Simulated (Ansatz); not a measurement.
Level of theory: PBE0-D4/def2-TZVP in Ansatz (a first-principles code). No frequencies were computed at this level.

Ansatz 0.2 input:
```yaml
crystal:
  periodic: [false, false, false]
  atoms:
    - { symbol: F, position_ang: [1.19086, -0.521856, 0.01457] }
    - { symbol: B, position_ang: [-0.000025, -0.000012, -0.000083] }
    - { symbol: F, position_ang: [-1.047348, -0.770455, -0.012732] }
    - { symbol: F, position_ang: [-0.143488, 1.292323, -0.001754] }
basis:
  gaussian: { orbitals: def2-tzvp }
hamiltonian:
  xc: pbe0
  dispersion: d4
relax:
  max_steps: 150
```

Output:

```
Functional definition: PBE0
637 factors; their error is unknown
mean field evaluation 1: about -8824.5366 eV, gradient 4.5e1 eV
mean field evaluation 2: about -8822.6717 eV, gradient 6.0e1 eV
mean field evaluation 4: about -8827.0432 eV, gradient 4.1e-1 eV
mean field evaluation 8: about -8827.0821 eV, gradient 1.7e-3 eV
mean field -8827.08213790 eV, -324.3892853568 hartree, gradient 1.0e-5 eV, S^2 0.000000; 0 other end points of the search recorded, 0 dependent functions left out
reference -8827.08216124 eV, -324.3892862142 hartree; 16, 16 occupied and 108, 108 virtual orbitals, 637 factors
relax step   1: F+E_penalty+E_count = -8827.11514480 eV  Δ(F+E_penalty+E_count) = +0.000e0 eV  max|allowed force component| = 6.287e-1 eV/Å  Δτ_max = 0.0000 Å  (22 SCF iters, accepted)
these checks for a lower state are left out or cut short: starts, cluster_reference, orbital_swaps, neighbouring_geometries, increment
637 factors; their error is unknown
mean field evaluation 16: about -8827.0911 eV, gradient 1.6e-1 eV
mean field -8827.09114851 eV, -324.3896164904 hartree, gradient 1.3e-5 eV, S^2 0.000000; 0 other end points of the search recorded, 0 dependent functions left out
reference -8827.09117179 eV, -324.3896173461 hartree; 16, 16 occupied and 108, 108 virtual orbitals, 637 factors
relax step   2: F+E_penalty+E_count = -8827.12413262 eV  Δ(F+E_penalty+E_count) = -8.988e-3 eV  max|allowed force component| = 2.148e-1 eV/Å  Δτ_max = 0.0071 Å  (27 SCF iters, accepted)
these checks for a lower state are left out or cut short: starts, cluster_reference, orbital_swaps, neighbouring_geometries, increment
637 factors; their error is unknown
mean field -8827.08788963 eV, -324.3894967289 hartree, gradient 1.2e-5 eV, S^2 0.000000; 0 other end points of the search recorded, 0 dependent functions left out
reference -8827.08791288 eV, -324.3894975834 hartree; 16, 16 occupied and 108, 108 virtual orbitals, 637 factors
relax step   3: F+E_penalty+E_count = -8827.12086018 eV  Δ(F+E_penalty+E_count) = +3.272e-3 eV  max|allowed force component| = 3.793e-1 eV/Å  Δτ_max = 0.0188 Å  (25 SCF iters, rejected (line search))
these checks for a lower state are left out or cut short: starts, cluster_reference, orbital_swaps, neighbouring_geometries, increment
637 factors; their error is unknown
mean field evaluation 32: about -8827.0924 eV, gradient 1.3e-3 eV
mean field -8827.09240335 eV, -324.3896626050 hartree, gradient 1.3e-5 eV, S^2 0.000000; 0 other end points of the search recorded, 0 dependent functions left out
reference -8827.09242661 eV, -324.3896634597 hartree; 16, 16 occupied and 108, 108 virtual orbitals, 637 factors
relax step   4: F+E_penalty+E_count = -8827.12537525 eV  Δ(F+E_penalty+E_count) = -1.243e-3 eV  max|allowed force component| = 3.996e-3 eV/Å  Δτ_max = 0.0037 Å  (27 SCF iters, accepted)
637 factors; their error is unknown
mean field -8827.09240335 eV, -324.3896626050 hartree, gradient 2.5e-5 eV, S^2 0.000000; 1 other end points of the search recorded, 0 dependent functions left out
reference -8827.09242661 eV, -324.3896634597 hartree; 16, 16 occupied and 108, 108 virtual orbitals, 637 factors
Total energy: -8827.12539851 eV, -324.3908751546 hartree
Atom 0 at     1.200769    -0.526211     0.014657 Å, force     0.003593    -0.001658     0.000188 eV/Å
Atom 1 at    -0.000005    -0.000003     0.000021 Å, force     0.000284     0.000080    -0.000428 eV/Å
Atom 2 at    -1.056069    -0.776867    -0.012873 Å, force    -0.003330    -0.002418     0.000103 eV/Å
Atom 3 at    -0.144697     1.303080    -0.001803 Å, force    -0.000547     0.003996     0.000137 eV/Å
Dipole moment:    -0.000009    -0.000005     0.000026 e Å
```

Cost: very roughly 9 core-seconds.
